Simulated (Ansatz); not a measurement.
Density of states of Bi (R-3m, a = 4.525 Å, b = 4.525 Å, c = 11.653 Å, α = 90.00°, β = 90.00°, γ = 120.00°), in states per eV and primitive cell, averaged over bins of 0.5 eV. Computed with DFT PBEsol, scalar-relativistic, plane waves, PAW in Ansatz.

Settings: cutoff 420 eV, Γ-centred mesh 12×12×12 on the computed 2-atom cell, Gaussian smearing of 0.10 eV; no spin polarisation.

The cell is relaxed at this level. The states (both spins) are summed by tetrahedra on a 18×18×18 mesh at the self-consistent density. Energies are bin centres; the table starts no lower than −8 eV and ends at 6 eV, or lower where the solved bands end.

It is a metal at this level.

| E − E_F (eV) | total | Bi 6p | Bi 6s |
| --- | --- | --- | --- |
| -7.80 | 0.11 | 0.01 | 0.10 |
| -7.30 | 0.01 | 0.00 | 0.01 |
| -6.80 | 0.00 | 0.00 | 0.00 |
| -6.30 | 0.00 | 0.00 | 0.00 |
| -5.80 | 0.00 | 0.00 | 0.00 |
| -5.30 | 0.00 | 0.00 | 0.00 |
| -4.80 | 0.22 | 0.22 | 0.00 |
| -4.30 | 0.72 | 0.70 | 0.01 |
| -3.80 | 0.95 | 0.92 | 0.02 |
| -3.30 | 1.33 | 1.28 | 0.04 |
| -2.80 | 1.67 | 1.60 | 0.06 |
| -2.30 | 1.66 | 1.57 | 0.07 |
| -1.80 | 1.64 | 1.54 | 0.08 |
| -1.30 | 1.62 | 1.51 | 0.09 |
| -0.80 | 1.48 | 1.36 | 0.10 |
| -0.30 | 0.71 | 0.64 | 0.06 |
| 0.20 | 0.30 | 0.26 | 0.03 |
| 0.70 | 1.45 | 1.29 | 0.11 |
| 1.20 | 1.20 | 1.09 | 0.07 |
| 1.70 | 1.12 | 1.02 | 0.06 |
| 2.20 | 1.15 | 1.04 | 0.05 |
| 2.70 | 1.65 | 1.28 | 0.04 |
| 3.20 | 1.16 | 1.01 | 0.02 |
| 3.70 | 1.45 | 1.07 | 0.02 |
| 4.20 | 1.15 | 0.77 | 0.01 |
| 4.70 | 1.85 | 0.82 | 0.01 |

The columns after the total are the Löwdin projections on the occupied valence shells of the potentials. The rest of the total lies in shells that are empty in the free atom, which aren't projected, and between the atoms.

Spin-orbit coupling is left out, which matters for the bands of heavy elements.

Cost: 1 run of about 0.95 core-minutes, on Arm Neoverse V2 (shared hosts).